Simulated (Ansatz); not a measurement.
A nudged elastic band was laid between two geometries of C$_{4}$H$_{7}$NO (13 atoms, charge 0, multiplicity 1).

Method: Ansatz 0.2.0, RKS PBE-D4/6-31G.

```yaml
movable_images: 9
climbing_image: yes
spring: 5.0 eV/Å²
optimiser: quadratic models (default)
start_path: through a guess of the saddle point
force_threshold: 0.05 eV/Å
iteration_limit: 32
end_points: relaxed
```

Image 0:

```xyz
13
Properties=species:S:1:pos:R:3
C -1.382 -0.837 1.467
C -0.396 -0.364 0.459
N 0.532 -1.065 -0.114
C 1.267 -0.143 -1.043
C 0.570 1.246 -0.900
O -0.511 1.004 0.114
H -1.236 -1.910 1.646
H -2.412 -0.657 1.115
H -1.259 -0.287 2.416
H 2.332 -0.112 -0.754
H 1.208 -0.541 -2.070
H 0.081 1.596 -1.822
H 1.225 2.035 -0.500
```

Image 10:

```xyz
13
Properties=species:S:1:pos:R:3
C -1.365 -0.524 1.768
C -0.577 -0.165 0.733
N -0.081 -0.929 -0.332
C 0.977 -0.215 -1.052
C 0.550 1.237 -0.763
O -0.096 1.159 0.571
H -1.675 -1.559 1.909
H -0.157 -1.939 -0.333
H -1.709 0.226 2.476
H 1.993 -0.422 -0.652
H 0.966 -0.446 -2.129
H -0.191 1.594 -1.500
H 1.384 1.947 -0.681
```

Problem. Which bonds break or form, and what moves?

Solution. Bonds broken: C1–H8. Bonds formed: N3–H8.

Problem. What energy profile does the band end with?

Solution. It converged. The highest image is number 7 of 0 to 10, 295.2 kJ/mol above the first end and 237.0 kJ/mol above the last; the last end lies 58.2 kJ/mol above the first. The profile has 2 maxima (images 2, 7) with wells between them (image 4): this band takes more than one step, which may be the mechanism or a detour left from its start path. Neighbouring images differ by up to 2.4 eV, so the band resolves the path poorly. A vibrational analysis at the climbing image gives one clearly imaginary mode, 1723i cm⁻¹: a first-order saddle point. The orbitals stay closed-shell, which can raise the energy where a bond breaks towards radicals; this wasn't checked here. Limits of this set-up: no polarisation functions.

| image | path coordinate (Å) | energy (kJ/mol) | C1–H8 (Å) | N3–H8 (Å) |
| --- | --- | --- | --- | --- |
| 0 | 0.00 | 0.0 | 1.10 | 3.22 |
| 1 | 0.81 | 1.6 | 1.10 | 3.07 |
| 2 | 1.63 | 4.4 | 1.10 | 2.88 |
| 3 | 2.44 | 2.7 | 1.10 | 2.71 |
| 4 | 3.25 | 1.1 | 1.10 | 2.66 |
| 5 | 4.07 | 2.8 | 1.10 | 2.60 |
| 6 | 4.88 | 67.3 | 1.13 | 2.01 |
| 7 | 5.69 | 295.2 | 1.67 | 1.28 |
| 8 | 6.36 | 150.5 | 2.31 | 1.03 |
| 9 | 7.03 | 71.8 | 2.70 | 1.01 |
| 10 | 7.70 | 58.2 | 2.81 | 1.01 |

Problem. What is the geometry of the highest image?

Solution. 
```xyz
13
Properties=species:S:1:pos:R:3:forces:R:3
C -1.331 -0.810 1.580 0.02 0.02 0.00
C -0.541 -0.059 0.648 0.00 -0.01 0.03
N -0.173 -0.843 -0.378 -0.03 -0.02 -0.01
C 0.948 -0.186 -1.129 0.01 0.00 0.00
C 0.675 1.300 -0.759 0.00 -0.01 0.01
O -0.083 1.243 0.558 -0.01 0.01 -0.01
H -0.748 -1.457 2.251 0.00 0.00 0.00
H -0.929 -1.684 0.219 0.00 0.01 -0.01
H -2.188 -0.335 2.068 0.00 -0.01 0.00
H 1.936 -0.534 -0.776 0.01 0.00 0.00
H 0.864 -0.371 -2.209 0.00 0.00 0.00
H 0.015 1.803 -1.483 0.00 0.00 0.00
H 1.576 1.899 -0.574 0.00 0.00 0.00
```

Time of the run: 9 min on 1 thread of Arm Neoverse V2 (shared host), peak memory 0.13 GiB.
